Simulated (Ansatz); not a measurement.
A calculation on rock-salt TiC returned lattice constant a 4.305 Å, bulk modulus 276 GPa, elastic constant C11 552 GPa, elastic constant C44 204 GPa, Voigt–Reuss–Hill shear modulus 205 GPa.

For reference: lattice constant a 4.33 Å (measured, temperature not stated, not corrected to a static lattice; as tabulated in Zhang et al. (2018), doi:10.1088/1367-2630/aac7f0); bulk modulus 240 GPa (measured, temperature not stated, not corrected to a static lattice, our sources range from 235 to 268; as tabulated in Krasnenko and Brik (2013), arXiv:1306.3139); elastic constant C11 500 GPa (measured, temperature not stated, not corrected to a static lattice, our sources range from 500 to 514; as tabulated in Jochym et al. (1999), arXiv:1301.6077); elastic constant C44 175 GPa (measured, temperature not stated, no zero-point or thermal correction; as tabulated in Jochym et al. (1999), arXiv:1301.6077).

Q: Which level of theory produced these numbers?
A) RPBE (Ansatz (an electronic-structure program))
B) HSE06 (Ansatz)
C) BLYP (Ansatz)
D) PBE-D3(BJ) (Ansatz)

A: B, HSE06 (Ansatz)

The others give: RPBE 4.359 Å, 238 GPa, 481 GPa, 166 GPa, 172 GPa; PBE-D3(BJ) 4.291 Å, 265 GPa, 561 GPa, 174 GPa, 192 GPa; BLYP 4.380 Å, 232 GPa, 453 GPa, 167 GPa, 166 GPa.

Unless a cell is named, each level is at its own relaxed cell (BLYP 10.50, HSE06 9.97, PBE-D3(BJ) 9.88, RPBE 10.36 Å³/atom).

Caveats: hybrids on metals are sensitive to the k mesh (HSE06); the dispersion coefficients are held fixed in the derivatives (PBE-D3(BJ)); the run warned that the count of filled bands differs between k points (HSE06). Ansatz's density-functional and Hartree–Fock values are scalar-relativistic unless marked +SOC, with PAW data made under PBE.
